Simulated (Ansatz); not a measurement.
Chalcopyrite ZnGeP2, treated with rVV10 (Ansatz, a quantum-chemistry and plane-wave program, PAW).

Settings: plane-wave cutoff 520 eV, 10×10×10 k mesh, Fermi–Dirac smearing 0.01 eV, scalar-relativistic PAW data made under PBE.

Cell (relaxed at this level):

```xyz
8
Lattice="-2.7605 2.7605 5.4487 2.7605 -2.7605 5.4487 2.7605 2.7605 -5.4487" Properties=species:S:1:pos:R:3 pbc="T T T"
Zn     0.0000     0.0000     0.0000
Zn     0.0000     2.7605     2.7244
Ge     0.0000     0.0000     5.4487
Ge     2.7605     0.0000     2.7244
P      1.3665     1.3803     6.8109
P      1.3803    -1.3665     4.0865
P      1.3941     1.3803     1.3622
P      1.3803     4.1270    -1.3622
```

Problem. Give the computed bulk modulus B0, band gap and pressure derivative B′ of the bulk modulus.

Solution. 
* **bulk modulus B0**: 72.8 GPa
* **band gap**: 0.95 eV (direct)
* **pressure derivative B′ of the bulk modulus**: 4.6

Measured, for comparison: band gap 2.05 eV (temperature not stated, no zero-point or thermal correction, pseudodirect, our sources range from 1.80 to 2.20; as tabulated in Rashkeev et al. (1999), arXiv:cond-mat/9809378); bulk modulus 79 GPa (room temperature, no zero-point or thermal correction; as tabulated in Isothermal phase behavior of Ag3SbS3, ZnGeP2, and ZnS (abstract)). Computed (rounded) less measured: bulk modulus -8 %.

Note: the bulk modulus comes from volumes at which shape and atoms were relaxed.

Spin–orbit coupling is not included.
